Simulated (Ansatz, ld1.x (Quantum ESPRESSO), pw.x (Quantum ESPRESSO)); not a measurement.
**Cr (bcc): variants of one RRKJ potential in the solid**

chromium (Cr), norm-conserving RRKJ (Kleinman–Bylander form), made with ld1.x (Quantum ESPRESSO) 7.5 (PBE, scalar-relativistic). Core [Ar], reference 3d5.5 4s0.5 4p0. Waves: 4p (bound, empty): rc 4.20 bohr; 3d (bound): rc 2.00 bohr; 4s (bound): rc 2.20 bohr. Local part: the s channel. Core correction: a·sin(br)/r model core inside 1.55 bohr.

Crystal test: bcc Cr in pw.x 7.5, no spin, 16³ k-points, Fermi–Dirac smearing 0.01 Ry, cutoffs set for each file from its atomic test. The reference is all-electron LAPW (Ansatz 0.2.0) with the same functional, mesh and smearing; V0 and B0 come from Birch–Murnaghan fits to the pressures at five volumes. Errors are pseudo minus all-electron; Δ is the rms difference of the E(V) curves that follow from these fits, minima aligned, over ±6 % about the mean V0. Mesh and smearing are coarse, so the numbers serve the comparison and aren't converged zero-temperature values; the lattice is a test structure that the element need not adopt. Spin polarisation and strong correlation are left out, which matters for this element.

All-electron: a0 = 2.849 Å (V0 = 11.56 Å³/atom), B0 = 256.7 GPa.

Base: The largest radius (4.20 bohr) exceeds half the bond length (2.33 bohr), so the spheres overlap, which is one possible source of error among others. This is a poor potential for the solid.

A dash in a converged row means that the minimum lies outside the volumes sampled.

| change | cutoffs (Ry) | pw.x | a0 (Å) | a0 error (%) | B0 error (%) | Δ (meV/atom) | mean pressure error (GPa) |
| --- | --- | --- | --- | --- | --- | --- | --- |
| base | 75/300 | converged | 2.895 | +1.61 | -7.9 | 30.7 | +12.71 |
| wave 4p (bound): rc 4.20 bohr becomes 4p (bound): rc 2.78 bohr | 75/300 | converged | – | – | – | – | +15.73 |
| wave 4p (bound): rc 4.20 bohr becomes 4p (bound): rc 3.96 bohr | 75/300 | converged | – | – | – | – | +13.50 |
| wave 4p (bound): rc 4.20 bohr becomes 4p (bound): rc 4.32 bohr | 75/300 | converged | 2.894 | +1.59 | -6.8 | 30.5 | +12.72 |
| wave 4p (bound): rc 4.20 bohr becomes 4p (bound): rc 5.08 bohr | 75/300 | converged | – | – | – | – | +23.17 |
| wave 4p (bound): rc 4.20 bohr becomes 4p (bound): rc 5.92 bohr | 75/300 | converged | – | – | – | – | +47.52 |
